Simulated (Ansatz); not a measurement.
# C4H9F: the cost of one run

Computed with Ansatz 0.2.0, Gaussian basis. Level: the settings change from run to run.

### Step 1. The geometry

An earlier PBE0-D4 in a triple-zeta def2 set relaxation fixed the geometry.

14 atoms, charge 0, spin multiplicity 1.

Atoms are counted from 1 here; the program's logs count them from 0.

Bond lengths: C1–C2 1.522 Å, C1–H6 1.092 Å, C1–H7 1.092 Å, C1–H8 1.093 Å, C2–C3 1.522 Å, C2–C4 1.513 Å, C2–H9 1.099 Å, C3–H10 1.092 Å, C3–H11 1.093 Å, C3–H12 1.092 Å, C4–F5 1.388 Å, C4–H13 1.095 Å, C4–H14 1.095 Å. Angles: C2–C1–H6 110.6°, C2–C1–H7 110.9°, C2–C1–H8 111.5°, H6–C1–H7 107.9°, H6–C1–H8 107.9°, H7–C1–H8 108.0°, C1–C2–C3 111.7°, C1–C2–C4 111.3°, C1–C2–H9 108.5°, C3–C2–C4 111.3°, C3–C2–H9 108.6°, C4–C2–H9 105.2°, C2–C3–H10 110.6°, C2–C3–H11 111.5°, C2–C3–H12 110.9°, H10–C3–H11 107.9°, H10–C3–H12 107.9°, H11–C3–H12 108.0° and more.

Geometry (Å):

| atom | x (Å) | y (Å) | z (Å) |
| --- | --- | --- | --- |
| C1 | -0.9719 | 0.8572 | 0.6608 |
| C2 | -0.1589 | -0.3372 | 0.1818 |
| C3 | 1.2966 | -0.2367 | 0.6155 |
| C4 | -0.2743 | -0.5144 | -1.3165 |
| F5 | 0.2441 | 0.5859 | -1.9842 |
| H6 | -0.5926 | 1.7821 | 0.2203 |
| H7 | -0.9159 | 0.9551 | 1.7473 |
| H8 | -2.0253 | 0.7608 | 0.3849 |
| H9 | -0.5905 | -1.2499 | 0.6147 |
| H10 | 1.7701 | 0.6422 | 0.1721 |
| H11 | 1.8673 | -1.1170 | 0.3082 |
| H12 | 1.3735 | -0.1477 | 1.7014 |
| H13 | 0.2853 | -1.3927 | -1.6546 |
| H14 | -1.3205 | -0.6168 | -1.6227 |

### Step 2. r2SCAN/6-31++G**

Options: charge -1, multiplicity 2, the search for lower states set to light.

The input, in.yaml:

```yaml
crystal:
  periodic: [false, false, false]
  atoms:
    - {symbol: C, position_ang: [-0.971910, 0.857219, 0.660846]}
    - {symbol: C, position_ang: [-0.158948, -0.337151, 0.181796]}
    - {symbol: C, position_ang: [1.296631, -0.236729, 0.615531]}
    - {symbol: C, position_ang: [-0.274279, -0.514412, -1.316460]}
    - {symbol: F, position_ang: [0.244109, 0.585881, -1.984228]}
    - {symbol: H, position_ang: [-0.592648, 1.782100, 0.220298]}
    - {symbol: H, position_ang: [-0.915929, 0.955081, 1.747268]}
    - {symbol: H, position_ang: [-2.025251, 0.760786, 0.384911]}
    - {symbol: H, position_ang: [-0.590505, -1.249921, 0.614722]}
    - {symbol: H, position_ang: [1.770145, 0.642178, 0.172098]}
    - {symbol: H, position_ang: [1.867341, -1.116954, 0.308194]}
    - {symbol: H, position_ang: [1.373515, -0.147715, 1.701432]}
    - {symbol: H, position_ang: [0.285334, -1.392694, -1.654569]}
    - {symbol: H, position_ang: [-1.320502, -0.616768, -1.622739]}
basis:
  gaussian: {orbitals: "6-31++G**"}
total_charge: -1
magnetization: {spin_polarized: true, initial_magnetization: 1}
hamiltonian: {xc: {name: r2SCAN}}
scf: {lower_state_search: light}
output: {forces: true}
```

On the command line:

```bash
ansatz run in.yaml --threads 4 --pin off --events-out ev --progress --plain --max-ram 10444MiB
```

**Question.** How long does this run take on 4 threads of Arm Neoverse V1, shared host, and how much memory does it need?

About 16 s, with a peak of 0.52 GiB.
